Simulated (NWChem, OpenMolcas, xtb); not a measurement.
**How methods differ on NCO (nco radical)**

NCO: 3 atoms, total charge 0, spin state doublet. SMILES: `[N]=C=O`. Geometry: relaxed at PBE0-D4/def2-TZVP.

```xyz
3

N     0.9682    0.4231    0.5792
C    -0.0138   -0.0060   -0.0083
O    -0.9544   -0.4171   -0.5710
```

Each level gives the dipole moment (D). The values are calculated.

Measured value to compare with: NIST CCCBDB gives the dipole moment of the gas as 0.64 D.

```csv
level,kind,program,value (D),computed − measured,CPU time
GFN2-xTB,semi-empirical,xtb,0.87,+0.23,under 2 s
UHF/cc-pVTZ,Hartree–Fock,OpenMolcas,0.78,+0.14,11 s
USVWN5/cc-pVTZ,LDA,NWChem,0.82,+0.18,26 s
UBLYP/cc-pVTZ,GGA,NWChem,0.81,+0.17,32 s
U-r2SCAN/cc-pVTZ,meta-GGA,OpenMolcas,0.81,+0.17,46 s
UM06-2X/cc-pVTZ,hybrid meta-GGA,OpenMolcas,0.63,-0.01,45 s
U-wB97X/cc-pVTZ,range-separated hybrid,NWChem,0.71,+0.07,2.5 min
```

Nearest: UM06-2X/cc-pVTZ (-0.01 D); farthest: GFN2-xTB (+0.23 D). The measured dipole is a vibrational average, so differences of a few hundredths of a debye mean little. Computed less measured by kind, in D (cc-pVTZ rows): semi-empirical +0.23; Hartree–Fock +0.14; LDA +0.18; GGA +0.17; meta-GGA +0.17; global hybrid -0.01; range-separated hybrid +0.07. Magnitudes only: a small dipole may point the other way at some levels. Times are those of the runs behind each value, whatever else they computed, on shared processors of several kinds: orders of magnitude only.
